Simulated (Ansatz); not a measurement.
# CH5AlCl (charge -1): rigid scan of one bond length from a Python script

How does the energy of CH5AlCl (charge -1) change as one bond is stretched? Wanted for CH5AlCl (charge -1): a rigid scan of one bond length. SMILES: [AlH3-][CH2]Cl.

All numbers are computed with the Python package of Ansatz 0.2.0. Level of theory: CAM-B3LYP/6-31G*.

**1. The structure**

Bond lengths: Al1–C2 1.991 Å, C2–Cl3 1.778 Å, Al1–H4 1.597 Å, Al1–H5 1.597 Å, Al1–H6 1.597 Å, C2–H7 1.109 Å, C2–H8 1.109 Å. Angles: Al1–C2–Cl3 109.4°, Al1–C2–H7 109.4°, Al1–C2–H8 109.4°, Cl3–C2–H7 109.5°, Cl3–C2–H8 109.5°, H7–C2–H8 109.5°, C2–Al1–H4 109.4°, C2–Al1–H5 109.4°, C2–Al1–H6 109.4°, H4–Al1–H5 109.6°, H4–Al1–H6 109.5°, H5–Al1–H6 109.6°.

The script holds or builds the structure itself.

**2. The script**

File run_scan.py:

```python
# -*- coding: utf-8 -*-
import ansatz as az
import numpy as np

config = {
    'basis_set': '6-31G*',
    'xc': 'cam_b3lyp',
    'charge': -1,
}

system = (
    az.Crystal.molecule()
    .atom('Al', (0.9581, 0.1255, 0.006))
    .atom('C', (-0.9883, -0.291, -0.0353))
    .atom('Cl', (-1.9175, 1.1976, 0.2493))
    .atom('H', (1.34, 0.7296, 1.434))
    .atom('H', (1.7917, -1.2121, -0.2498))
    .atom('H', (1.2954, 1.1926, -1.133))
    .atom('H', (-1.2242, -1.0319, 0.7559))
    .atom('H', (-1.2552, -0.7103, -1.0271))
)

symbols = [site.symbol for site in system.cartesian_sites]
start = np.array([site.position_ang for site in system.cartesian_sites])
axis = (start[1] - start[0]) / np.linalg.norm(start[1] - start[0])
moving = [1, 2, 6, 7]
lengths, energies = [1.752, 1.832, 1.911, 1.991, 2.071, 2.15, 2.23, 2.349], []
for length in lengths:
    xyz = start.copy()
    xyz[moving] += (length - np.linalg.norm(start[1] - start[0])) * axis
    point = az.Crystal.molecule()
    for symbol, place in zip(symbols, xyz):
        point = point.atom(symbol, place.tolist())
    calculation = (
        point.calculation()
        .basis(gaussian=config['basis_set'])
        .functional(config['xc'])
        .charge(config['charge'])
    )
    r = calculation.run(threads=1).report
    energies.append(r['free_energy_ev'])
    print(f'r = {length:6.3f} A  E = {energies[-1]:.5f} eV  <S^2> = {abs(r["mean_field"]["state"]["spin_squared"]):.3f}')

fit = np.polynomial.Polynomial.fit(lengths, np.array(energies) - min(energies), 4).convert()
roots = [r.real for r in fit.deriv().roots() if abs(r.imag) < 1e-9 and fit.deriv(2)(r.real) > 0]
r_e = min(roots, key=lambda r: abs(r - lengths[int(np.argmin(energies))]))
print(f'minimum of the fit at {r_e:.4f} A, force constant {fit.deriv(2)(r_e):.2f} eV/A^2')
```

**3. Launch**

The run is started by

```sh
python run_scan.py
```

Q: Predict the main results. Wanted: range of energy; lowest point, distance.

**Answer**, as computed:

| quantity | value |
| --- | --- |
| bond length at the fit's minimum | 2.0483 Å |
| runs compared | 8 |
| range of energy | 0.749 eV |
| lowest point, distance (Å) | 2.07 |

In words: The lowest point, at 2.07, lies inside the range. The ends stand 0.749 and 0.325 eV above it. The distance scanned is the script's pair 0, 1. Reading the output:
- The rest of the molecule is held rigid at a force-field or estimated start geometry, and the basis set is modest; single-reference methods fail as a bond breaks.
- The orbitals are restricted, so S² is zero by construction.
- Anions want diffuse functions, which this basis lacks.
